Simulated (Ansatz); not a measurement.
# C2H4F2O: up Jacob's ladder to CCSD(T)

An exercise on one series of results from a longer session: the logs are not shown, and one member is left open.

Method: functionals in def2-TZVPP, the program's frozen cores in correlated methods; program: Ansatz 0.2.0, Gaussian basis.

Levels to be run: LDA (SPW92), PBE-D4, revPBE-D4, BLYP-D4, r2SCAN-D4, B97M-V, PBE0-D4, B3LYP-D4, r2SCANh-D4, r2SCAN0-D4, HSE06-D4, BHLYP-D4, CAM-B3LYP-D4, LC-ωPBE, ωB97X-V, ωB97M-V, B2PLYP, PBE-QIDH; CCSD(T)/def2-SVP; CCSD(T)/def2-TZVPP; MP2/def2-QZVPP; extrapolation to the limit; RPA on PBE.

### The relaxed structure

The geometry comes from an earlier relaxation with PBE0-D4 in a triple-zeta def2 set; it is a stationary point, not always the lowest conformer.

SMILES `COC(F)F`, 9 atoms, charge 0, spin multiplicity 1.

Atoms are counted from 1 here; the program's logs count them from 0.

Bond lengths: C1–O2 1.417 Å, C1–H6 1.096 Å, C1–H7 1.088 Å, C1–H8 1.093 Å, O2–C3 1.350 Å, C3–F4 1.360 Å, C3–F5 1.336 Å, C3–H9 1.099 Å. Angles: O2–C1–H6 110.9°, O2–C1–H7 106.4°, O2–C1–H8 111.2°, H6–C1–H7 109.2°, H6–C1–H8 109.5°, H7–C1–H8 109.6°, C1–O2–C3 113.9°, O2–C3–F4 111.2°, O2–C3–F5 107.5°, O2–C3–H9 113.6°, F4–C3–F5 107.4°, F4–C3–H9 107.3°, F5–C3–H9 109.7°.

Set-up of the first run:

The input, in.yaml:

```yaml
crystal:
  periodic: [false, false, false]
  atoms:
    - {symbol: C, position_ang: [-0.559958, -0.363917, -0.987858]}
    - {symbol: O, position_ang: [0.678696, 0.036239, -0.429016]}
    - {symbol: C, position_ang: [0.604600, 0.382107, 0.873319]}
    - {symbol: F, position_ang: [0.382177, -0.706277, 1.658719]}
    - {symbol: F, position_ang: [1.789292, 0.891610, 1.222877]}
    - {symbol: H, position_ang: [-1.321640, 0.411911, -0.848390]}
    - {symbol: H, position_ang: [-0.385867, -0.506892, -2.051931]}
    - {symbol: H, position_ang: [-0.908662, -1.299990, -0.545191]}
    - {symbol: H, position_ang: [-0.190238, 1.108907, 1.090472]}
basis:
  gaussian: {orbitals: def2-TZVPP}
hamiltonian: {xc: lda}
output: {orbitals: {seedname: orbitals}}
```

Among the steps run: LDA; PBE-D4 (GGA); revPBE-D4 (GGA); BLYP-D4 (GGA); r2SCAN-D4 (meta-GGA); B97M-V (meta-GGA); PBE0-D4 (hybrid); B3LYP-D4 (hybrid); r2SCANh-D4 (hybrid); r2SCAN0-D4 (hybrid); HSE06-D4 (hybrid); BHLYP-D4 (hybrid); CAM-B3LYP-D4 (range-separated); LC-ωPBE-D4 (range-separated; the results give it without D4); ωB97X-V (range-separated); ωB97M-V (range-separated); B2PLYP (double hybrid); PBE-QIDH (double hybrid).

One table of the session follows, with a row left open; its other results are not shown here.

It belongs to the step «Frontier levels by functional». 

```
  functional  HOMO (eV)  LUMO (eV)  gap (eV)
 LDA (SPW92)      -7.40       0.40      7.80
      PBE-D4      -7.24       0.57      7.81
   revPBE-D4      -7.18       0.64      7.82
     BLYP-D4      -7.18       0.51      7.69
   r2SCAN-D4      -7.61       1.38      8.99
      B97M-V      -7.77       0.73      8.50
     PBE0-D4          ?          ?         ?
    B3LYP-D4      -8.70       0.99      9.68
  r2SCANh-D4      -8.24       1.62      9.86
  r2SCAN0-D4      -9.20       1.94     11.14
    HSE06-D4      -8.52       1.00      9.52
    BHLYP-D4     -10.60       1.92     12.52
CAM-B3LYP-D4     -10.44       2.10     12.54
     LC-ωPBE     -11.76       3.45     15.20
     ωB97X-V     -11.44       3.26     14.69
     ωB97M-V     -11.37       2.83     14.20
```

Q: Estimate the row for PBE0-D4 from the others.

**Answer.** HOMO (eV): -8.93; LUMO (eV): 1.37; gap (eV): 10.30. In the column «HOMO (eV)» it lies between r2SCAN0-D4 (-9.20) and B3LYP-D4 (-8.70).
